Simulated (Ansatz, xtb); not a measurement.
# Relative energy of two isomers of C3H5O−

Structure a is `C/C=C/[O-]`, a singlet and structure b is `C/C=C\[O-]`, a singlet. Both are isolated ions in the gas phase, relaxed with PBE0-D3(BJ)/def2-SVPD.

Quicker runs give these differences E(b) − E(a): GFN2-xTB +0.52 kcal/mol; HF/STO-3G −0.13 kcal/mol (at GFN2-xTB geometries); r2SCAN-D4/def2-SVPD −1.17 kcal/mol (at GFN2-xTB geometries).

Which of the two would you expect CCSD(T)/def2-SVPD + ΔMP2/def2-TZVPPD electronic energies to favour?

Structure b; the calculation gives E(b) − E(a) = −1.48 kcal/mol.

How the difference moves with the method:

| level | geometry | E(b) − E(a) (kcal/mol) | departure from the last row (kcal/mol) | job, with rough time for the two |
| --- | --- | --- | --- | --- |
| GFN2-xTB | GFN2-xTB | +0.52 | +2.00 | optimisation, 0.058 s |
| HF/STO-3G | GFN2-xTB | −0.13 | +1.35 | single point, 0.12 s |
| r2SCAN-D4/def2-SVPD | GFN2-xTB | −1.17 | +0.31 | single point, 1.1 s |
| PBE0-D3(BJ)/def2-SVPD | PBE0-D3(BJ)/def2-SVPD | −1.08 | +0.40 | optimisation, 8.1 s |
| HF/def2-SVPD | PBE0-D3(BJ)/def2-SVPD | −1.45 | +0.03 | part of the CCSD(T) run |
| MP2/def2-SVPD | PBE0-D3(BJ)/def2-SVPD | −1.58 | −0.10 | part of the CCSD(T) run |
| CCSD(T)/def2-SVPD | PBE0-D3(BJ)/def2-SVPD | −1.45 | +0.03 | single point |
| CCSD(T)/def2-SVPD + ΔMP2/def2-TZVPPD | PBE0-D3(BJ)/def2-SVPD | −1.48 |  | single point, 11 s |

As drawn, both hold the same kinds of bond in the same numbers.

GFN2-xTB puts the two in the other order. HF/STO-3G finds them nearly level. The largest departure from CCSD(T)/def2-SVPD + ΔMP2/def2-TZVPPD is that of GFN2-xTB, 2.00 kcal/mol. The last row adds to CCSD(T) the change of the MP2 difference between the two basis sets, here −0.03 kcal/mol.

With harmonic frequencies from PBE0-D3(BJ)/def2-SVPD (ideal gas, rigid rotor, one conformer each, 298.15 K, 1 atm): on the last row, ΔE + ΔZPE = −1.36, ΔH = −1.27, ΔG = −1.75 kcal/mol.

The correlated steps freeze 4 core orbitals. Codes used: Ansatz 0.2.0, xtb 6.7.1; the last row on 2 threads of AMD EPYC 9R45 96-Core Processor (Zen 5) on a shared host.
